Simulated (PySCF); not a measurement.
# SiF−: bond curves at several levels of theory

What are the lowest state that PBE0 finds, the bond length, vibrational wavenumber and bond energy of SiF−, and how much do these hang on the method?

Method: Si def2-TZVPPD, F def2-TZVPPD, no relativity; program: PySCF 2.14.0.

1 further run of the same task is left out (set aside as unsound or not needed).

## (1) Set-up

A driver script around PySCF takes these settings:

```yaml
atoms: Si, F
charge: -1
basis: Si def2-TZVPPD, F def2-TZVPPD
Hamiltonian: no relativity
basis_functions: 88
electrons_treated: 24
masses_in_u: 27.9769, 18.9984
levels: PBE0, PBE, r²SCAN, M06-2X, TPSSh, MN15, r²SCAN0, M06-L, LC-ωPBE, HF, MP2, SCS-MP2, CCSD, CCSD(T)
grid: 80 radial by 434 angular points
occupations: held fixed by the projection of orbital angular momentum
dissociation_limit: Si + F−, each in its ground configuration
starting_distance_in_angstrom: 1.830
values_of_2S_to_try: 0, 2
```

Command:

```console
OMP_NUM_THREADS=2 python dia.py task.json out
```

Further steps of the session: First curve: PBE0; Higher solutions at PBE0; PBE (GGA); r²SCAN (meta-GGA); M06-2X (hybrid meta-GGA); TPSSh; MN15; r²SCAN0; M06-L; LC-ωPBE; UHF (mean field); MP2 and coupled cluster.

**Question.** What will these runs give? Wanted: for each run, Re; ωe; De; μ.

**Answer**, as computed:

Lowest PBE0 solution found, without spin–orbit coupling: ³Σ⁻ (triplet), unpaired electrons π ↑↑. State 2 has its PBE0 minimum 0.22 eV higher, as a spin-mixed determinant (⟨S²⟩ = 1.02), so this is no gap between pure states. The other levels ran on the lowest alone.

```csv
level,Re (Å),ωe (cm⁻¹),De (eV),μ (D)
UHF,1.675,696,3.35,2.48
UHF-MP2,1.713,640,3.27,n/a
UHF-SCS-MP2,1.713,638,3.20,n/a
UHF-CCSD,1.702,658,3.30,n/a
UHF-CCSD(T),1.709,646,3.32,n/a
PBE,1.731,608,3.41,2.35
r²SCAN,1.703,651,3.64,2.54
M06-L,1.704,642,3.64,2.62
TPSSh,1.713,639,3.52,2.42
PBE0,1.703,651,3.53,2.41
r²SCAN0,1.688,676,3.67,2.51
MN15,1.696,670,3.59,2.45
M06-2X,1.697,676,3.58,2.33
LC-ωPBE,1.708,653,3.44,2.34
```

De is counted to Si + F− in their ground configurations. A positive dipole points from Si to F; in an ion it is taken about the centre of mass and does not tell which atom is negative.

Differences from CCSD(T) in the same basis:

```csv
level,Re (mÅ),ωe (%)
UHF,-35,+7.8
UHF-MP2,+3,-0.9
UHF-SCS-MP2,+3,-1.2
UHF-CCSD,-7,+2.0
PBE,+21,-5.8
r²SCAN,-6,+0.9
M06-L,-6,-0.6
TPSSh,+3,-1.0
PBE0,-7,+0.8
r²SCAN0,-21,+4.7
MN15,-14,+3.7
M06-2X,-12,+4.7
LC-ωPBE,-2,+1.1
```

What this shows: Judged by CCSD(T) in the same basis: best bond length LC-ωPBE (-2 mÅ), worst UHF (-35 mÅ); best wavenumber M06-L (-0.6 %), worst UHF (+7.8 %). Hartree–Fock makes the bond too short and too stiff against this reference, as it mostly does. PBE gives a bond that is too long and too soft, as GGAs tend to. Of the levels with a De here, UHF-SCS-MP2 gives the least (3.20 eV) and r²SCAN0 the most (3.67 eV).

Correlated steps freeze 6 core orbitals. With some functionals the highest level of the anion is positive, from self-interaction error or because the anion is truly unbound there; the finite basis then holds the extra electron, and no neutral molecule was run to test the binding.
